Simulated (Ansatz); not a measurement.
Cost and result for the atomization energy of C4H8N2, SMILES `CC1(N)CC1=N` (14 atoms, 14 bonds).

Z-matrix (Å, degrees):
```
C
C 1 1.502
H 1 1.093 2 109.9
H 1 1.094 2 110.7 3 119.4
H 1 1.091 2 111.2 3 -120.9
N 2 1.441 1 113.0 3 -58.1
C 2 1.537 1 117.8 3 83.0
C 2 1.475 1 119.8 3 150.2
H 6 1.013 2 110.9 1 176.7
H 6 1.014 2 110.3 1 -65.1
H 7 1.087 2 118.3 1 -143.0
H 7 1.086 2 117.0 1 -0.1
N 8 1.255 2 153.0 1 82.3
H 13 1.023 8 110.3 2 -8.1
```

Total charge 0; spin multiplicity 1. The geometry is a stationary point of PBE0-D4/def2-TZVP. It is one conformer, not always the lowest. Program: Ansatz. All runs use 4 threads of an AMD EPYC 9R45 on a shared host. Times are those of one run each, without the atoms' runs, and a repeat can differ threefold. Electronic energies, without spin–orbit coupling; frozen cores. CCSD(T)/CBS adds CCSD(T) − MP2 in def2-TZVPP to the MP2 limit, and its time is that of the two runs behind it. T1 = 0.011. B3LYP takes the VWN-RPA correlation (the form of Gaussian; ORCA's B3LYP/G).

CCSD(T)/CBS is a level of theory with its own doubt, some kJ/mol a heavy atom from the limit and from the frozen cores, so smaller differences don't rank the functionals.

```
                             level  functions  wall time
   PBE-D4/def2-TZVPP (with forces)        298      1.7 s
                PBE0-D4/def2-TZVPP        298      1.8 s
r2SCAN-D4/def2-TZVPP (with forces)        298      2.5 s
 B3LYP-D4/def2-TZVPP (with forces)        298      2.9 s
                 B2PLYP/def2-TZVPP        298      3.7 s
                ωB97X-V/def2-TZVPP        298        4 s
  ωB97M-V/def2-TZVPP (with forces)        298        6 s
                    MP2/def2-QZVPP        582       16 s
                CCSD(T)/def2-TZVPP        298      5 min
                 CCSD(T)/CBS(def2)          –    5.2 min
```

Problem. What atomization energy does each give, and how far from CCSD(T)/CBS? (Best estimate.)

Solution. Ansatz gave: 
| level | atomization (kcal/mol) | difference from CCSD(T)/CBS | per bond |
| --- | --- | --- | --- |
| PBE-D4/def2-TZVPP (with forces) | 1383.0 | 51.7 | 3.7 |
| PBE0-D4/def2-TZVPP | 1350.8 | 19.5 | 1.4 |
| r2SCAN-D4/def2-TZVPP (with forces) | 1336.4 | 5.1 | 0.4 |
| B3LYP-D4/def2-TZVPP (with forces) | 1340.2 | 8.9 | 0.6 |
| B2PLYP/def2-TZVPP | 1322.9 | -8.4 | -0.6 |
| ωB97X-V/def2-TZVPP | 1340.3 | 9.0 | 0.6 |
| ωB97M-V/def2-TZVPP (with forces) | 1341.4 | 10.1 | 0.7 |
| MP2/def2-QZVPP | 1340.5 | 9.2 | 0.7 |
| CCSD(T)/def2-TZVPP | 1294.7 | -36.6 | -2.6 |
| CCSD(T)/CBS(def2) | 1331.3 | 0.0 | 0.0 |

The D4 term adds +10.5 kcal/mol with B3LYP and +5.6 kcal/mol with PBE0; it sums over pairs of atoms, weighted by their polarisabilities, and B3LYP, whose exchange is more repulsive, gets the larger term. In def2-TZVPP, CCSD(T) changes the Hartree–Fock value by +366.8 kcal/mol (the triples alone add +23.5 kcal/mol) and MP2 by +390.9 kcal/mol; breaking electron pairs costs correlation energy, which Hartree–Fock lacks. From PBE to PBE0 (25 % exact exchange), in def2-TZVPP and without D4, the atomization energy moves by −31.1 kcal/mol: exact exchange takes away binding that semilocal exchange gives to molecules.
